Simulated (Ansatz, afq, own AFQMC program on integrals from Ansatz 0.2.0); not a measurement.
## AlB, triplet → AlB, singlet

```csv
atom,x (Å),y (Å),z (Å)
B,0.0000,0.0000,0.0000
Al,0.0000,0.0000,2.0234
```

E(singlet, charge +0) − E(triplet, charge +0) at this geometry, on UHF and RHF determinants.

Basis cc-pVDZ. Noble-gas cores (and the filled d shells of Ga–Kr and In–Xe) are frozen. AFQMC by an in-house program on the Cholesky factors that Ansatz 0.2.0 writes for its CCSD(T) run. ph-AFQMC/CISD is guided by a CISD state made of CCSD amplitudes; releasing the constraint for a short imaginary time cuts its bias at the price of noise, slowly where states lie close. Uncertainties: one standard error, sampling alone. The errors of all members are added in quadrature.

Full CI on the same integrals is exact in this basis and with this determinant's frozen core.

Errors are counted within cc-pVDZ, not against nature.

Cautions: AlB (triplet): an unrestricted solution with more broken spin lies lower, strong correlation (T1 0.085, weight of the determinant 0.78, largest double 0.18), (T) is large, 7 % of the CCSD correlation, unrestricted determinant spin contaminated (⟨S²⟩ 2.15 against 2.00), the released energies have errors that jump between times, so the bars are unsure, so no released level is given (meV from the phaseless value at times in 1/Eh: -12 ± 3 at 0.24, -17 ± 3 at 0.51, -46 ± 16 at 0.99, -42 ± 3 at 1.62, -56 ± 11 at 2.40), its ph-AFQMC/CISD value lies 79 ± 3 meV above full CI; AlB (singlet): another spin lies lower, restricted determinant unstable towards unrestricted (UHF 1.59 eV lower, ⟨S²⟩ 1.26), the search met a lower determinant of the same kind, perhaps of another symmetry (199 meV lower), and this one is a saddle point, strong correlation (T1 0.061, weight of the determinant 0.77, largest double 0.17), (T) is large, 7 % of the CCSD correlation, the CCSDTQ amplitudes may be one of several solutions (largest double 0.90), the released energies are still falling, so no released level is given (meV from the phaseless value at times in 1/Eh: -21 ± 4 at 0.24, -35 ± 5 at 0.51, -55 ± 5 at 0.99, -74 ± 4 at 1.62, -91 ± 6 at 2.40), the determinant fills πx and πy unequally, so it mixes two states of the linear molecule, and each level undoes that mixture to a different degree, while full CI gives the lower state, CCSDTQ on the UHF determinant differs (605 meV lower), perhaps since the unrestricted series falls towards higher spin, its ph-AFQMC/CISD value lies 216 ± 4 meV above full CI.

Reference (full CI): 58.4 kJ/mol.

```tsv
level	vertical spin gap (kJ/mol)	error against FCI (kJ/mol)
HF	124.7	66.3
MP2	73.8	15.4
CCSD	72.0	13.6
CCSD(T)	68.2	9.8
CCSDT	67.6	9.2
CCSDT(Q)	62.2	3.8
CCSDTQ	58.8	0.4
ph-AFQMC/HF	58.3 ± 2.7	-0.1 ± 2.7
ph-AFQMC/CISD	71.6 ± 0.5	13.3 ± 0.5
```

Correlation beyond CCSD(T) takes off 9.8 kJ/mol. The perturbative (T) step is worth −3.9 kJ/mol. Where a determinant mixes two states, these steps and errors hold in part the undoing of that mixture, and only full CI is sure.

CCSDT and higher add their correlation energy to the determinant of the CCSD(T) run, since their own runs factorise the integrals more tightly (a shift of under 2 meV).
